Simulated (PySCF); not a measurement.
**EPR parameters of [C5H10O]+**

C₅H₁₀O (charge +1 and doublet state).
Cartesian coordinates in Å at the GFN2-xTB level; atoms count from 1:
```
atom  x, y, z in Å
C1     2.517   -0.010    0.016
C2     1.158    0.186   -0.605
C3     0.044   -0.039    0.433
O4     0.172    0.064    1.597
C5    -1.275   -0.414   -0.272
C6    -2.442    0.206    0.455
H7     2.688   -1.035    0.341
H8     3.259    0.193   -0.764
H9     2.686    0.662    0.854
H10    1.003    1.225   -0.921
H11    1.007   -0.468   -1.465
H12   -1.291   -1.509   -0.196
H13   -1.254   -0.129   -1.323
H14   -3.353   -0.110   -0.066
H15   -2.436    1.295    0.410
H16   -2.489   -0.109    1.494
```

The hyperfine couplings belong to this conformer and change with its torsions.

Identity: `[O+]=C(CC)CC` [radical] (charge +1).

Computed, not measured: PySCF, UKS B3LYP, pcH-1 on C H O, non-relativistic, mean-field spin-orbit, GIAO. Isolated species at its GFN2-xTB geometry (one conformer only). Couplings are sensitive to structure, and on GFN2-xTB geometries they can be far from those on DFT ones, by a factor of two or more for some ions and for spin on atoms past the first row. The SCF solution wasn't tested for stability.

```
g1, g2, g3                      : 2.00072, 2.00232, 2.00838
g_iso                           : 2.00381
Form of g                       : rhombic: the two nearest values differ by 21 % of g3 − g1
⟨S²⟩                            : 0.7551 (exact 0.7500)
α and β electrons               : 24, 23
HOMO–LUMO gap, α and β orbitals : 6.86, 3.51 eV
Basis functions                 : 250
```

Isotropic coupling and dipolar principal values T1 to T3, in G (MHz turned into gauss with g_iso; 10 G = 1 mT):

```
atom  isotope  a_iso     T1    T2    T3  Mulliken spin population
  C1      13C   -2.3   -1.6  -1.5   3.0                      0.03
  C2      13C   13.8   -8.0  -7.6  15.6                      0.18
  C3      13C  -27.5   -8.1  -1.4   9.4                     -0.02
  O4      17O  -11.1  -59.3  27.2  32.0                      0.55
  C5      13C   13.8   -8.1  -7.7  15.8                      0.19
  C6      13C   -2.5   -1.6  -1.5   3.1                      0.03
  H7       1H    2.9   -1.4  -0.6   2.0                      0.00
  H8       1H   20.5   -1.5  -0.6   2.1                      0.02
  H9       1H   -0.6   -1.9   0.0   1.8                      0.00
 H10       1H    2.3   -3.4  -0.5   3.9                      0.00
 H11       1H   -3.7   -3.6  -0.8   4.3                     -0.01
 H12       1H    4.4   -3.4  -0.4   3.8                      0.00
 H13       1H   -3.8   -3.7  -0.7   4.4                     -0.01
 H14       1H   22.5   -1.6  -0.6   2.2                      0.02
 H15       1H    5.2   -1.4  -0.7   2.1                      0.00
 H16       1H   -0.5   -1.9   0.1   1.8                      0.00
```

The Mulliken spin populations are largest on O4 (+0.55), C5 (+0.19) and C2 (+0.18). Three atoms exceed +0.15.

The SMILES `CCC(=[O+])CC` draws the unpaired electron on O4, whose computed spin population is only +0.55.

Axes: g1 points within 3° of the C3–O4 bond and g3 points within 14° of the C2–H10 bond.

Under fast tumbling the dipolar parts average out, and these isotropic splittings remain: 6 × 1H (H7 (×6), I = 1/2, 7 lines) with 0.83 mT.

Class means assume fast exchange of nuclei equivalent by connectivity; if that motion is slow, each nucleus keeps its own coupling. The six 1H nuclei of mean +23.3 MHz run from -1.7 to 63.1 MHz in the frozen geometry.

The 13C coupling of C3 (-77.3 MHz) shows only in satellite lines or after enrichment, since that isotope makes up about 1.07 % of natural carbon.

The 17O coupling of O4 (-31.2 MHz) shows only in satellite lines or after enrichment, since that isotope makes up about 0.038 % of natural oxygen.

β density exceeds α density at some nuclei, such as C3 (-0.0687) and C1/C6 (-0.0060), spin density in bohr⁻³. In a single determinant that takes different orbitals for the two spins, that is spin polarisation.
